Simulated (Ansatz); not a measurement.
**Si₂O (triplet): from Hartree-Fock to the top rungs, cc-pVTZ**

The task here is to estimate one member of a computed series from the others.

The runs use Ansatz 0.2.0, Gaussian basis; cc-pVTZ, core rule «outside noble gas», up to 11 orbitals frozen.

To be run: UHF; CCSD(T) on ROHF; CCSD(T) on UHF; BCCD(T) on ROHF; CCSDT(Q) on ROHF; CCSDT(Q) on UHF.

10 further runs of the same task are left out: 4 for a known fault of the program, 6 set aside as unsound or not needed.

## What is computed

The geometry is a PBE0/def2-TZVP stationary point (not a proven minimum).

3 atoms, charge 0, spin multiplicity 3.

Atoms are counted from 1 here; the program's logs count them from 0.

Bond lengths: Si1–O2 1.638 Å, O2–Si3 1.638 Å. Angles: Si1–O2–Si3 180.0°.

Geometry (Å):

```xyz
3
OSi2
Si    0.00000    0.00000    1.63810
O     0.00000    0.00000    0.00000
Si    0.00000    0.00000   -1.63810
```

The first run:

in.yaml

```yaml
crystal:
  periodic: [false, false, false]
  atoms:
    - {symbol: Si, position_ang: [0.000000, 0.000000, 1.638100]}
    - {symbol: O, position_ang: [0.000000, 0.000000, 0.000000]}
    - {symbol: Si, position_ang: [0.000000, 0.000000, -1.638100]}
basis:
  gaussian: {orbitals: cc-pVTZ}
magnetization: {spin_polarized: true, initial_magnetization: 2}
hamiltonian: {xc: hf}
output: {orbitals: {seedname: orbitals}}
```

Run with:

```sh
$ ansatz run in.yaml --threads 1 --pin off --events-out ev --progress --plain --max-ram 2560MiB --backend cpu
```

Steps of the session up to this table: UHF; CCSD(T) on ROHF; CCSD(T) on UHF; BCCD(T) on ROHF; CCSDT(Q) on ROHF; CCSDT(Q) on UHF.

One table of the session follows, with a row left open; its other results are not shown here.

| method | from RCCSDT(Q) (meV) |
| --- | --- |
| RMP2 | +1288.7 |
| UMP2 | +1472.2 |
| RCCSD | +927.8 |
| UCCSD | +925.2 |
| RCCSD(T) | ? |
| UCCSD(T) | +178.0 |
| BCCD(T) | +162.4 |
| RCCSDT | +91.0 |
| UCCSDT | +93.4 |
| RCCSDT(Q) | 0 |
| UCCSDT(Q) | -3.1 |

Q: Estimate the row for RCCSD(T) from the others.

**Answer.** from RCCSDT(Q) (meV): +158.0. In the column «from RCCSDT(Q) (meV)» it lies between UCCSDT (+93.4) and BCCD(T) (+162.4).

Left out of the table: ROHF, UHF (another determinant or state than the rows shown).

Caveats from the session: The report flags that the cluster equations may have other roots. The program flags RCCSD(T), UCCSD(T), BCCD(T), RCCSDT(Q), UCCSDT(Q) as in doubt, so the zero of the table is itself unsure. Warnings: coupled cluster took another determinant than the lowest. Restricted and unrestricted rows rest on different reference determinants; where their highest levels disagree by more than a few hundredths of an eV, they describe different states and don't form one ladder.
